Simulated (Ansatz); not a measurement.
# SiN2H6: vertical ionisation energy

The task here is to estimate one member of a computed series from the others.

Computed with Ansatz 0.2.0, Gaussian basis. Level: unrestricted cation, the program's frozen cores in correlated methods.

Levels to be run: UKS PBE-D4/def2-TZVPP; UKS r2SCAN-D4/def2-TZVPP; UKS PBE0-D4/def2-TZVPP; UKS B3LYP-D4/def2-TZVPP; UKS wB97X-V/def2-TZVPP; UKS wB97M-V/def2-TZVPP; UKS B2PLYP/def2-TZVPP; UHF-CCSD(T)/def2-TZVPP; then −ε(HOMO) from the neutral's earlier runs with LDA (SPW92), PBE-D4, revPBE-D4, BLYP-D4, r2SCAN-D4, B97M-V, PBE0-D4, B3LYP-D4, r2SCANh-D4, r2SCAN0-D4, HSE06-D4, BHLYP-D4, CAM-B3LYP-D4, LC-ωPBE, ωB97X-V, ωB97M-V.

1 further run of the same task is left out (it didn't finish).

## The relaxed structure

All runs share one geometry, relaxed beforehand with PBE0-D4 in a triple-zeta def2 set.

SMILES `NN[SiH3]`, 9 atoms, charge 0, spin multiplicity 1.

Atoms are counted from 1 here; the program's logs count them from 0.

Bond lengths: N1–N2 1.407 Å, N1–H4 1.014 Å, N1–H5 1.013 Å, N2–Si3 1.714 Å, N2–H6 1.005 Å, Si3–H7 1.494 Å, Si3–H8 1.491 Å, Si3–H9 1.486 Å. Angles: N2–N1–H4 110.8°, N2–N1–H5 110.1°, H4–N1–H5 108.5°, N1–N2–Si3 123.5°, N1–N2–H6 112.1°, Si3–N2–H6 123.5°, N2–Si3–H7 112.3°, N2–Si3–H8 110.9°, N2–Si3–H9 107.1°, H7–Si3–H8 106.4°, H7–Si3–H9 109.8°, H8–Si3–H9 110.4°.

The first run:

in.yaml

```yaml
crystal:
  periodic: [false, false, false]
  atoms:
    - {symbol: N, position_ang: [-0.558798, 0.925039, -1.203119]}
    - {symbol: N, position_ang: [-0.285456, 0.708205, 0.159691]}
    - {symbol: Si, position_ang: [0.408446, -0.736644, 0.767485]}
    - {symbol: H, position_ang: [0.267926, 0.761311, -1.767474]}
    - {symbol: H, position_ang: [-1.290546, 0.297563, -1.515551]}
    - {symbol: H, position_ang: [-0.377522, 1.549257, 0.701780]}
    - {symbol: H, position_ang: [1.729201, -1.040038, 0.139617]}
    - {symbol: H, position_ang: [-0.469783, -1.907347, 0.484548]}
    - {symbol: H, position_ang: [0.576533, -0.557346, 2.233034]}
basis:
  gaussian: {orbitals: def2-TZVPP}
total_charge: 1
magnetization: {spin_polarized: true, initial_magnetization: 1}
hamiltonian: {xc: pbe, dispersion: d4}
```

Among the steps run: Cation, UKS PBE-D4/def2-TZVPP; Cation, UKS r2SCAN-D4/def2-TZVPP; Cation, UKS PBE0-D4/def2-TZVPP; Cation, UKS B3LYP-D4/def2-TZVPP; Cation, UKS wB97X-V/def2-TZVPP; Cation, UKS wB97M-V/def2-TZVPP; Cation, UKS B2PLYP (frozen core)/def2-TZVPP; Cation, UHF-CCSD(T)/def2-TZVPP.

One of the session's tables, all rows but one given; the rest of the session is left out.

It belongs to the step «Ionisation energies side by side». For comparison, −ε(HOMO) of the neutral from earlier runs:

```
  functional  −ε(HOMO) (eV)
 LDA (SPW92)           5.73
      PBE-D4           5.62
   revPBE-D4           5.57
     BLYP-D4           5.52
   r2SCAN-D4           5.89
      B97M-V           6.06
     PBE0-D4           7.02
    B3LYP-D4           6.80
  r2SCANh-D4           6.42
  r2SCAN0-D4           7.21
    HSE06-D4              ?
    BHLYP-D4           8.36
CAM-B3LYP-D4           8.45
     LC-ωPBE           9.83
     ωB97X-V           9.47
     ωB97M-V           9.38
```

Q: Estimate the row for HSE06-D4 from the others.

**Answer.** −ε(HOMO) (eV): 6.61. In the column «−ε(HOMO) (eV)» it lies between r2SCANh-D4 (6.42) and B3LYP-D4 (6.80).
